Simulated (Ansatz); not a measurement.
Ansatz (a program for electronic structure) input (B3LYP/6-31G*):

Ansatz 0.2 input:
```yaml
crystal:
  periodic: [false, false, false]
  atoms:
    - {symbol: C, position_ang: [-0.00006569, 1.40027636, -0.00450244]}
    - {symbol: C, position_ang: [1.22621706, 0.77186134, -0.00305294]}
    - {symbol: C, position_ang: [1.21418881, -0.63257059, 0.00146849]}
    - {symbol: C, position_ang: [0.00006215, -1.32474165, 0.00425957]}
    - {symbol: C, position_ang: [-1.21412946, -0.63268087, 0.00259979]}
    - {symbol: C, position_ang: [-1.22628947, 0.77174996, -0.00191038]}
    - {symbol: H, position_ang: [2.16279490, 1.32324991, -0.00526208]}
    - {symbol: H, position_ang: [2.15459823, -1.17906336, 0.00278772]}
    - {symbol: H, position_ang: [0.00011312, -2.41134814, 0.00775344]}
    - {symbol: H, position_ang: [-2.15448759, -1.17925906, 0.00479522]}
    - {symbol: H, position_ang: [-2.16291904, 1.32305346, -0.00324683]}
basis:
  gaussian:
    orbitals: 6-31G*
hamiltonian:
  xc: {name: B3LYP}
magnetization: {spin_polarized: true, initial_magnetization: 1}
phonons: {temperatures: {t_min: 298.15, t_max: 298.15, t_step: 100}}
```

Which harmonic wavenumbers does it give?

403, 428, 601, 619, 672, 724, 817, 891, 957, 986, 987, 1023, 1060, 1083, 1187, 1187, 1319, 1343, 1478, 1490, 1594, 1647, 3175, 3181, 3195, 3197, 3207 cm⁻¹ (unscaled; negative means imaginary).
